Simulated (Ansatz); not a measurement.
# CH6B (doublet): the correlation ladder at distance B1–H4 along a hydrogen transfer = 1.235 Å, cc-pVDZ

How much of the correlation energy of CH6B (doublet) does each wave-function method recover here?

Program: Ansatz 0.2.0, Gaussian basis. Level of theory: cc-pVDZ, core rule «outside noble gas», up to 2 orbitals frozen. These are calculated values, not measurements.

Plan: UHF; CCSD(T) on ROHF; CCSD(T) on UHF; BCCD(T) on ROHF; CISD; CCSDT(Q) on ROHF; CCSDT(Q) on UHF; CASSCF and MRCISD+Q, 3 electrons in 3 orbitals; CASSCF and NEVPT2, 3 electrons in 3 orbitals; CASSCF and MRCISD+Q, 9 electrons in 9 orbitals; CASSCF and NEVPT2, 9 electrons in 9 orbitals.

## 1. What is computed

The geometry derives from fragments relaxed apart (PBE0/def2-TZVP) and kept rigid, so it is no stationary point. A hydrogen atom is moved between rigid fragments.

8 atoms, charge 0, spin multiplicity 2.

Atoms are counted from 1 here; the program's logs count them from 0.

Bond lengths: B1–H2 1.193 Å, B1–H3 1.193 Å, B1–H4 1.235 Å, H4–C5 1.337 Å, C5–H6 1.080 Å, C5–H7 1.080 Å, C5–H8 1.080 Å. Angles: H2–B1–H3 120.0°, H2–B1–H4 120.0°, H3–B1–H4 120.0°, B1–H4–C5 180.0°, H4–C5–H6 90.0°, H4–C5–H7 90.0°, H4–C5–H8 90.0°, H6–C5–H7 120.0°, H6–C5–H8 120.0°, H7–C5–H8 120.0°.

## 2. UHF

Input file in.yaml:

```yaml
crystal:
  periodic: [false, false, false]
  atoms:
    - {symbol: B, position_ang: [-1.340891, 0.000000, 0.000000]}
    - {symbol: H, position_ang: [-1.937624, 1.033572, 0.000000]}
    - {symbol: H, position_ang: [-1.937625, -1.033571, 0.000000]}
    - {symbol: H, position_ang: [-0.105891, 0.000000, 0.000000]}
    - {symbol: C, position_ang: [1.231109, 0.000000, 0.000000]}
    - {symbol: H, position_ang: [1.231109, -1.080022, 0.000000]}
    - {symbol: H, position_ang: [1.231109, 0.540011, 0.935327]}
    - {symbol: H, position_ang: [1.231109, 0.540011, -0.935327]}
basis:
  gaussian: {orbitals: cc-pVDZ}
magnetization: {spin_polarized: true, initial_magnetization: 1}
hamiltonian: {xc: hf}
output: {orbitals: {seedname: orbitals}}
```

Command:

```bash
$ ansatz run in.yaml --threads 1 --pin off --events-out ev --progress --plain --max-ram 2816MiB --backend cpu
```

The runs that follow: CCSD(T) on ROHF; CCSD(T) on UHF; BCCD(T) on ROHF; CISD; CCSDT(Q) on ROHF; CCSDT(Q) on UHF; CASSCF and MRCISD+Q, 3 electrons in 3 orbitals; CASSCF and NEVPT2, 3 electrons in 3 orbitals; CASSCF and MRCISD+Q, 9 electrons in 9 orbitals; CASSCF and NEVPT2, 9 electrons in 9 orbitals.

Q: Predict the results of all the runs planned. Wanted: UCCSDT(Q) below the RHF energy; RMP2 from UCCSDT(Q); UMP2 from UCCSDT(Q); RCCSD from UCCSDT(Q); RCCSD(T) from UCCSDT(Q); UCCSD(T) from UCCSDT(Q); RCCSDT(Q) from UCCSDT(Q); MRCISD+Q pair from UCCSDT(Q); NEVPT2 frontier from UCCSDT(Q).

As calculated:

| quantity | value |
| --- | --- |
| UCCSDT(Q) below the RHF energy | -8.1245 eV |
| RMP2 from UCCSDT(Q) | +134.5 kJ/mol |
| UMP2 from UCCSDT(Q) | +137.8 kJ/mol |
| RCCSD from UCCSDT(Q) | +19.8 kJ/mol |
| RCCSD(T) from UCCSDT(Q) | +3.1 kJ/mol |
| UCCSD(T) from UCCSDT(Q) | +3.2 kJ/mol |
| RCCSDT(Q) from UCCSDT(Q) | 0.0 kJ/mol |
| MRCISD+Q pair from UCCSDT(Q) | +8.1 kJ/mol |
| NEVPT2 frontier from UCCSDT(Q) | +131.9 kJ/mol |
| MRCISD+Q frontier from UCCSDT(Q) | +3.0 kJ/mol |
| levels within 1 kcal/mol (43 meV) | RCCSD(T), UCCSD(T), BCCD(T), RCCSDT, UCCSDT, RCCSDT(Q), MRCISD+Q frontier |
| T1 diagnostic | 0.018 |

What this shows: RCCSD(T) misses by +3.1 kJ/mol, 0.4 % of the correlation energy. Of the multireference levels listed MRCISD+Q frontier comes nearest in total energy (+3.0 kJ/mol), which doesn't show that its space is the better one. These misses are within one basis, not against nature; the frozen cores of restricted and unrestricted runs differ, which can shift their rows.
